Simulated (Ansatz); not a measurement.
# AlHF+ (triplet): the correlation ladder, cc-pVTZ

An exercise on one series of results from a longer session: the logs are not shown, and one member is left open.

Program: Ansatz 0.2.0, Gaussian basis. Level of theory: cc-pVTZ, core rule «outside noble gas», up to 6 orbitals frozen. These are calculated values, not measurements.

The runs, in order: UHF; CCSD(T) on ROHF; CCSD(T) on UHF; BCCD(T) on ROHF; CCSDT(Q) on ROHF; CCSDT(Q) on UHF.

12 further runs of the same task are left out: 8 for a known fault of the program, 4 set aside as unsound or not needed.

**What is computed**

The geometry is a PBE0/def2-TZVP stationary point (not a proven minimum) of the parent state, kept for this charge and spin.

3 atoms, charge 1, spin multiplicity 3.

Atoms are counted from 1 here; the program's logs count them from 0.

Bond lengths: Al1–F2 1.656 Å, Al1–H3 1.607 Å. Angles: F2–Al1–H3 115.4°.

The first run:

Input file in.yaml:

```yaml
crystal:
  periodic: [false, false, false]
  atoms:
    - {symbol: Al, position_ang: [0.000000, -0.115297, 0.645226]}
    - {symbol: F, position_ang: [0.000000, 0.098231, -0.996846]}
    - {symbol: H, position_ang: [0.000000, 1.234843, 1.517246]}
basis:
  gaussian: {orbitals: cc-pVTZ}
total_charge: 1
magnetization: {spin_polarized: true, initial_magnetization: 2}
hamiltonian: {xc: hf}
output: {orbitals: {seedname: orbitals}}
```

Command:

```console
$ ansatz run in.yaml --threads 1 --pin off --events-out ev --progress --plain --max-ram 4096MiB --backend cpu
```

Steps of the session up to this table: UHF; CCSD(T) on ROHF; CCSD(T) on UHF; BCCD(T) on ROHF; CCSDT(Q) on ROHF; CCSDT(Q) on UHF.

One of the session's tables, all rows but one given; the rest of the session is left out.

It belongs to the step «Misses and costs». 

| method | from UCCSDT(Q) (kcal/mol) |
| --- | --- |
| ROHF | +187.25 |
| UHF | +186.88 |
| RMP2 | +7.02 |
| UMP2 | +6.75 |
| RCCSD | +6.68 |
| UCCSD | +6.63 |
| RCCSD(T) | +0.61 |
| UCCSD(T) | +0.56 |
| BCCD(T) | ? |
| RCCSDT | +0.33 |
| UCCSDT | +0.29 |
| RCCSDT(Q) | +0.24 |
| UCCSDT(Q) | 0 |

Q: Estimate the row for BCCD(T) from the others.

**Answer.** from UCCSDT(Q) (kcal/mol): +0.53. In the column «from UCCSDT(Q) (kcal/mol)» it lies between RCCSDT (+0.33) and UCCSD(T) (+0.56).

To keep in mind: Restricted and unrestricted rows rest on different reference determinants; where their highest levels disagree by more than a few hundredths of an eV, they describe different states and don't form one ladder.
